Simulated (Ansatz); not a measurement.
`BC` + `[SiH3]S` → `BS[SiH3]` + CH₄ at 500 K and 1 bar (ligand exchange at a B–C bond).

Isolated molecules relaxed with PBE0-D4/def2-TZVP in Ansatz; ΔE leaves out vibrations. CCSD(T)/CBS is the MP2 limit (def2-TZVPP, def2-QZVPP) plus CCSD(T) − MP2 in def2-TZVPP, frozen cores. This one scheme is used for every species.

```
   species  CCSD(T)/CBS energy (Eh)  H − E (kJ/mol)  S (J/(mol·K))
      `BC`                -65.83255           172.2          281.8
 `[SiH3]S`               -689.27336           117.6          310.5
`BS[SiH3]`               -714.68055           162.1          357.9
       CH₄                -40.46206           135.6          206.8
```

H − E and S are ideal-gas, rigid-rotor, harmonic terms from PBE0-D4/def2-TZVP. 1 Eh = 2625.50 kJ/mol, R = 8.31446 J/(mol·K).

**Question.** By hand: ΔE, ΔH, ΔS and ΔG.

**Answer.** ΔE = (-714.68055) + (-40.46206) − (-65.83255) − (-689.27336) = -0.03670 Eh = -96.4 kJ/mol. Δ(H − E) = 162.1 + 135.6 − 172.2 − 117.6 = 7.9, so ΔH = -88.5 kJ/mol. ΔS = 357.9 + 206.8 − 281.8 − 310.5 = -27.6 J/(mol·K). ΔG = -88.5 − 500 × (-27.6)/1000 = -74.7 kJ/mol.

**Question.** By hand: the equilibrium constant, and the temperature at which ΔG would vanish if ΔH and ΔS stayed fixed.

**Answer.** log₁₀ K = −ΔG/(RT ln 10) = 7.8. ΔG = 0 at ΔH/ΔS = 3207 K, far beyond where these terms or the molecules hold.

ΔH outweighs TΔS. A doubt of 5 kJ/mol in ΔE shifts log₁₀ K by 0.5 here. These are equilibria of isolated gas molecules and say nothing of rates. Largest T1 diagnostic: 0.014 (customary marks: 0.02 for closed shells, 0.045 for open ones).
